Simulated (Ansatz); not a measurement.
Reaction: H4BPO2 (phosphanylboronic acid, SMILES OB(P)O) → H3BPO (SMILES O[B]P, doublet) + HO (SMILES [OH], doublet) (the B-O bond breaks)
Each species at its own B3LYP-D3(BJ)/def2-TZVP minimum (Ansatz, a first-principles code), one conformer.

Quantity: bond dissociation energy (electronic), in kcal/mol. Radicals and triplets start from unrestricted determinants; spin-orbit coupling is neglected. CBS(X,Y): correlation extrapolated as X^-3, Hartree-Fock from the larger set. A bracket is a step between two methods taken in the basis named. The functionals are non-relativistic, so their misses hold any scalar relativity. Double hybrids freeze cores in their MP2 part. '+ core + X2C': CCSD(T) terms for core correlation (cc-pwCVTZ, 1s frozen past Ne) and scalar relativity (cc-pVTZ-DK).

CCSD(T)/CBS(cc-pV(T+d)Z,cc-pV(Q+d)Z) + [CCSDT(Q) - CCSD(T)]/cc-pV(D+d)Z + core + X2C (Ansatz) gives 147.0 kcal/mol.

Problem. What does PBE/def2-TZVPD (Ansatz) give here, and how do the other levels compare?

Solution. PBE gives 142.1 kcal/mol, 4.9 kcal/mol below it. Differences of the others: r2SCAN/def2-TZVPD (Ansatz) -8.0; B3LYP/def2-TZVPD (Ansatz) -7.9; PBE0/def2-TZVPD (Ansatz) -6.6; wB97M-V/def2-TZVPD (Ansatz) -0.9; B2PLYP/def2-TZVPD (Ansatz) -4.5; CCSD(T)/CBS(cc-pV(T+d)Z,cc-pV(Q+d)Z) + core + X2C (Ansatz) 0.0 kcal/mol. Nearer than PBE: wB97M-V/def2-TZVPD, B2PLYP/def2-TZVPD, CCSD(T)/CBS(cc-pV(T+d)Z,cc-pV(Q+d)Z) + core + X2C.
